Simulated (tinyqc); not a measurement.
Worked calculation: harmonic frequencies on the RHF/sto-6g surface (energies and gradients from PySCF), for HF, spin multiplicity 1. One step of it, computed by the program tinyqc.

Question. Normal modes. Diagonalise H_ij / sqrt(m_i m_j); the 5 smallest eigenvalues belong to translations and rotations; wavenumber = sqrt(eigenvalue / 1822.888) x 219474.63; each mode has its largest component positive (the first on a tie); zero-point energy = sum of wavenumbers / 2, with 349.755 1/cm per kcal/mol.

Hessian (symmetrised) (hartree/bohr^2), lower triangle:
```
             1Fx          1Fy          1Fz         2Hx         2Hy         2Hz
1Fx   0.00000555
1Fy   0.00000000   0.00000555
1Fz   0.00000000   0.00000000   0.70501325
2Hx  -0.00000555   0.00000000   0.00000000  0.00000555
2Hy   0.00000000  -0.00000555   0.00000000  0.00000000  0.00000555
2Hz   0.00000000   0.00000000  -0.70501325  0.00000000  0.00000000  0.70501325
```

masses (u): 1F 18.998403, 2H 1.007825

Give: eigenvalues of the mass-weighted Hessian; harmonic wavenumbers of the vibrations; mass-weighted modes; zero-point energy.

Answer.

eigenvalues of the mass-weighted Hessian (hartree/(bohr^2 u)): 0.0000  0.0000  0.0000  0.0000  0.0000  0.7366

harmonic wavenumbers of the vibrations (1/cm): 4412.0

mass-weighted modes:
```
      mode 1
1Fx   0.0000
1Fy   0.0000
1Fz  -0.2244
2Hx   0.0000
2Hy   0.0000
2Hz   0.9745
```

zero-point energy = 6.3073 kcal/mol
